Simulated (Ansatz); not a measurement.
SiH$_{4}$, quintet in 6-31G: errors against full CI

All five atoms lie in one plane.

Geometry: that of the SiH4, triplet, kept fixed. The singlet lies 8.1 eV lower here.

| atom | x (Å) | y (Å) | z (Å) |
| --- | --- | --- | --- |
| Si | 0.0000 | 0.0000 | 0.0000 |
| H | -0.0115 | 1.0851 | 1.0776 |
| H | -0.0165 | -1.0776 | 1.0850 |
| H | 0.0165 | 1.0776 | -1.0850 |
| H | 0.0115 | -1.0851 | -1.0776 |

Basis 6-31G; Ansatz 0.2.0. Only valence electrons are correlated (noble-gas cores frozen), which leaves 8 electrons in 16 orbitals. Prefix R: restricted or restricted open-shell reference; prefix U: unrestricted. Active spaces: valence = (8e, 8o) chosen from the atoms' valence shells.

Full CI is exact within this basis and frozen core; it isn't the basis-set limit. The frozen core follows each run's orbitals, which can shift R against U totals by a few meV.

For open shells CISD and CISDTQ are restricted-active-space CI with the open shells as a complete middle space.

```
UHF ⟨S²⟩                          : 6.021
T1 diagnostic (RCCSD)             : 0.0266
largest doubles amplitude (RCCSD) : 0.112
T1 diagnostic (UCCSD)             : 0.0196
```

```tsv
level	E − E(RHF) (eV)
UHF	-0.1750
RMP2	-1.2263
UMP2	-1.2226
RCCSD	-1.7898
UCCSD	-1.7917
RCCSD(T)	-1.8244
UCCSD(T)	-1.8232
```

(1) Estimate how far full CI in 6-31G lies from RCCSD(T). The table doesn't fix it; the size of (T) and the diagnostics are the guide.

(1) Full CI in 6-31G lies 0.71 mEh below RCCSD(T), which is 56 % of the (T) step (-1.27 mEh). The diagnostics give no warning, yet the rest is a sizeable part of (T).

The other levels:

```json
{"level": "CISD", "E − E(full CI) (mEh)": "2.23", "share of correlation (%)": "96.71", "wall time": "0.9 s"}
{"level": "BCCD(T)", "E − E(full CI) (mEh)": "0.72", "share of correlation (%)": "98.94", "wall time": "0.48 s"}
{"level": "RCCSDT", "E − E(full CI) (mEh)": "0.08", "share of correlation (%)": "99.89", "wall time": "–"}
{"level": "UCCSDT", "E − E(full CI) (mEh)": "0.08", "share of correlation (%)": "99.89", "wall time": "–"}
{"level": "CISDTQ", "E − E(full CI) (mEh)": "0.01", "share of correlation (%)": "99.98", "wall time": "4.5 s"}
{"level": "RCCSDT(Q)", "E − E(full CI) (mEh)": "0.02", "share of correlation (%)": "99.97", "wall time": "1.6 s"}
{"level": "UCCSDT(Q)", "E − E(full CI) (mEh)": "0.02", "share of correlation (%)": "99.97", "wall time": "1.4 s"}
{"level": "RCCSDTQ", "E − E(full CI) (mEh)": "0.00", "share of correlation (%)": "100.00", "wall time": "9.5 s"}
{"level": "UCCSDTQ", "E − E(full CI) (mEh)": "-0.01", "share of correlation (%)": "100.01", "wall time": "9.5 s"}
{"level": "CASSCF (valence space)", "E − E(full CI) (mEh)": "29.60", "share of correlation (%)": "56.32", "wall time": "–"}
{"level": "NEVPT2 (valence space)", "E − E(full CI) (mEh)": "7.26", "share of correlation (%)": "89.29", "wall time": "0.36 s"}
{"level": "MRCISD (valence space)", "E − E(full CI) (mEh)": "0.64", "share of correlation (%)": "99.06", "wall time": "–"}
{"level": "MRCISD+Q (valence space)", "E − E(full CI) (mEh)": "0.07", "share of correlation (%)": "99.90", "wall time": "0.93 s"}
```

The correlation energy at full CI, counted from RHF, is -1.844 eV. That run took 2.6 s on 1 thread of Arm Neoverse V2, shared host over 120,064 determinants.

Times hold each run's SCF and search for its determinant on a shared host, so for small cases they say little of a method's own cost; they ran on 1 thread of Arm Neoverse V2.

The full-CI state has the irrep B1g of D2h, in the program's axes (one component, if the state is degenerate).

Natural occupations of full CI about the gap: 1.962 1.955 1.015 1.009 0.997 0.972 0.038 0.024 0.006 0.006; effectively unpaired electrons, Σ n²(2−n)², 4.02.
